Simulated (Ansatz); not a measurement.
`CC=N` → `[CH2]` (triplet) + `C=N` at 400 K and 1 bar (formal loss of a carbene).

Computed with Ansatz on PBE0-D4/def2-TZVP structures; ΔE is electronic, products minus reactants. CCSD(T)/CBS is the MP2 limit (def2-TZVPP, def2-QZVPP) plus CCSD(T) − MP2 in def2-TZVPP, frozen cores. This one scheme is used for every species. Triplets are unrestricted, without spin–orbit coupling. One conformer a species, not always the lowest.

```json
{"species": "`CC=N`", "CCSD(T)/CBS energy (Eh)": "-133.79309", "H − E (kJ/mol)": "199.7", "S (J/(mol·K))": "281.6"}
{"species": "`[CH2]` (triplet)", "CCSD(T)/CBS energy (Eh)": "-39.09499", "H − E (kJ/mol)": "59.0", "S (J/(mol·K))": "205.7"}
{"species": "`C=N`", "CCSD(T)/CBS energy (Eh)": "-94.52360", "H − E (kJ/mol)": "119.4", "S (J/(mol·K))": "238.9"}
```

H − E and S are ideal-gas, rigid-rotor, harmonic terms from PBE0-D4/def2-TZVP, for one conformer and one mirror image of each species, with the whole ground term of open shells counted as degenerate. 1 Eh = 2625.50 kJ/mol, R = 8.31446 J/(mol·K).

**Question.** By hand: ΔE, ΔH, ΔS and ΔG.

**Answer.** ΔE = (-39.09499) + (-94.52360) − (-133.79309) = 0.17450 Eh = 458.1 kJ/mol. Δ(H − E) = 59.0 + 119.4 − 199.7 = -21.3, so ΔH = 436.8 kJ/mol. ΔS = 205.7 + 238.9 − 281.6 = 163.0 J/(mol·K). ΔG = 436.8 − 400 × (163.0)/1000 = 371.6 kJ/mol.

**Question.** By hand: the equilibrium constant, and the temperature at which ΔG would vanish if ΔH and ΔS stayed fixed.

**Answer.** log₁₀ K = −ΔG/(RT ln 10) = -48.5. ΔG = 0 at ΔH/ΔS = 2680 K, far beyond where these terms or the molecules hold.

The number of gas molecules changes by +1, which sets the sign of ΔS. A doubt of 5 kJ/mol in ΔE shifts log₁₀ K by 0.7 here. Other conformers and mirror images would add mixing entropy, several J/(mol·K) or more a flexible species. A triplet takes part, so the spin changes. These are equilibria of isolated gas molecules and say nothing of rates. Largest T1 diagnostic: 0.012 (customary marks: 0.02 for closed shells, 0.045 for open ones).
